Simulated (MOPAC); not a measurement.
# AlNH6 (SMILES [NH3+][AlH3-]) at MNDO

Aim: a structure relaxation of AlNH6. 

The results are computed with MOPAC 23.2.5.

10 further runs of the same task are left out: 1 that didn't finish, 9 set aside as unsound or not needed.

## Step 1: Starting point

AlNH6: 8 atoms, total charge 0, spin state singlet. SMILES: `[NH3+][AlH3-]`. All atoms were displaced at random from a relaxed shape. The run starts from this shape.

Bond lengths: N1–Al2 2.061 Å, N1–H3 1.036 Å, N1–H4 1.014 Å, N1–H5 0.987 Å, Al2–H6 1.598 Å, Al2–H7 1.599 Å, Al2–H8 1.610 Å. Some angles: N1–Al2–H6 100.3°, N1–Al2–H7 99.4°, N1–Al2–H8 98.4°, Al2–N1–H3 110.0°, Al2–N1–H4 111.9°, Al2–N1–H5 113.8°, H6–Al2–H7 118.1°, H6–Al2–H8 117.6°, H7–Al2–H8 116.5°, H3–N1–H4 104.3°.

## Step 2: A structure relaxation at MNDO

File alh6n.mop:

```
MNDO EF GNORM=0.01 DISP SINGLET MULLIK CYCLES=300 GRADIENTS AUX(PRECISION=6) T=10M THREADS=1
AlH6N charge 0
[NH3+][AlH3-]
N     -0.285453    -0.129954    -0.945714
Al     0.328407     0.094281     1.009126
H      0.200200     0.557317    -1.549777
H     -1.269650     0.087202    -1.059775
H     -0.128527    -1.033535    -1.310913
H     -0.070674     1.620663     1.260830
H      1.878143    -0.261913     0.838394
H     -0.599759    -1.038916     1.678327
```

Run with:

```console
$ mopac alh6n.mop
```

Q: Predict the results. Wanted: total energy at the end; dipole moment; HOMO energy; LUMO energy; HOMO–LUMO gap; heat of formation.

**Answer.** As computed:

At MNDO:

| quantity | value |
| --- | --- |
| total energy at the end | -12.51957 Eh |
| dipole moment | 6.32 D |
| HOMO energy | -10.43 eV |
| LUMO energy | 1.49 eV |
| HOMO–LUMO gap | 11.92 eV |
| heat of formation | -6.5 kcal/mol |

What this shows: At the final geometry: Bond lengths: N1–Al2 1.954 Å, N1–H3 1.011 Å, N1–H4 1.011 Å, N1–H5 1.011 Å, Al2–H6 1.424 Å, Al2–H7 1.424 Å, Al2–H8 1.424 Å. Some angles: N1–Al2–H6 102.2°, N1–Al2–H7 102.2°, N1–Al2–H8 102.2°, Al2–N1–H3 112.1°, Al2–N1–H4 112.1°, Al2–N1–H5 112.1°, H6–Al2–H7 115.7°, H6–Al2–H8 115.6°, H7–Al2–H8 115.6°, H3–N1–H4 106.7°. The optimisation took 21 steps and changed the energy by -0.762 eV.
